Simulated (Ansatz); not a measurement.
Saddle point of SiH4S, closed shell (SiH₄S ([SiH3][SH]) → SiH₂ + H₂S (still joined by a long Si–S bond); bonds formed: S2–H3; bonds broken: Si1–H3; bonds weakened to dative contacts: Si1–S2), PBE0-D4/def2-TZVP structure:

Si1  (-0.959, -0.283, 0.409)
S2  (1.266, 0.674, -0.193)
H3  (0.629, -0.071, 1.004)
H4  (-1.193, -0.901, -0.940)
H5  (-1.545, 1.091, 0.257)
H6  (1.801, -0.509, -0.537)
(Å)

Energies are electronic, without zero-point energy. Barriers and step energies count from the start structure reached by relaxing down the imaginary mode; all methods use the PBE0-D4 structures, on which another method's saddle can fall below an end. Program: Ansatz 0.2.0. Basis: def2-TZVPP, with def2-QZVPP for the basis limit. Cores are frozen in the correlated methods. B3LYP uses VWN-RPA correlation. Extrapolation: Hartree–Fock as exp(−7.88 √X), correlation as X^−2.97.

```json
{"method": "SPW92", "barrier (eV)": "2.316", "step energy (eV)": "2.016"}
{"method": "PBE-D4", "barrier (eV)": "?", "step energy (eV)": "2.051"}
{"method": "BLYP-D4", "barrier (eV)": "2.473", "step energy (eV)": "2.058"}
{"method": "r2SCAN-D4", "barrier (eV)": "2.661", "step energy (eV)": "2.274"}
{"method": "B97M-V", "barrier (eV)": "?", "step energy (eV)": "2.178"}
{"method": "PBE0-D4", "barrier (eV)": "2.695", "step energy (eV)": "2.196"}
{"method": "B3LYP-D4", "barrier (eV)": "2.707", "step energy (eV)": "2.184"}
{"method": "r2SCAN0-D4", "barrier (eV)": "2.846", "step energy (eV)": "2.332"}
{"method": "BHLYP-D4", "barrier (eV)": "3.040", "step energy (eV)": "2.341"}
{"method": "CAM-B3LYP-D4", "barrier (eV)": "2.902", "step energy (eV)": "2.279"}
{"method": "wB97X-V", "barrier (eV)": "3.002", "step energy (eV)": "2.340"}
{"method": "wB97M-V", "barrier (eV)": "2.847", "step energy (eV)": "2.197"}
{"method": "B2PLYP", "barrier (eV)": "2.829", "step energy (eV)": "2.284"}
{"method": "PBE-QIDH", "barrier (eV)": "2.939", "step energy (eV)": "2.353"}
{"method": "RPA on PBE", "barrier (eV)": "2.748", "step energy (eV)": "2.178"}
{"method": "HF", "barrier (eV)": "3.519", "step energy (eV)": "2.534"}
{"method": "MP2", "barrier (eV)": "?", "step energy (eV)": "2.390"}
{"method": "CCSD", "barrier (eV)": "2.975", "step energy (eV)": "2.291"}
{"method": "CCSD(T)", "barrier (eV)": "2.854", "step energy (eV)": "2.260"}
```

(1) Fill in the withheld barriers. (An estimate is asked for; the value comes from the calculation.)

No T1 diagnostic of these runs exceeds 0.017. The restricted Hartree–Fock reference is unstable towards an unrestricted one at one or more of these structures.

Results:

(1) By the calculation: B97M-V 2.649; PBE-D4 2.409; MP2 2.949 eV. Each is the energy of the saddle less that of the start structure, by the same method.

For comparison, the barrier by CCSD(T) at an estimated basis limit (MP2 extrapolated from triple and quadruple zeta, plus CCSD(T) − MP2 in triple zeta) is 2.876 eV.

Losses and insertions of silylenes and their heavier kin drive the gas-phase chemistry of silicon and germanium vapour deposition.

Labels in which every atom is bracketed show which atoms are joined, not bond orders.

For scale, one of the runs: CCSD(T)/def2-TZVPP, 140 basis functions, launched by `ansatz run in.yaml --threads 2 --pin off --events-out ev --progress --plain --max-ram 4352MiB`. Time: 6.5 s of wall clock on 2 CPU threads of an Arm Neoverse V2; the host was shared. Peak host memory: 0.69 GiB.
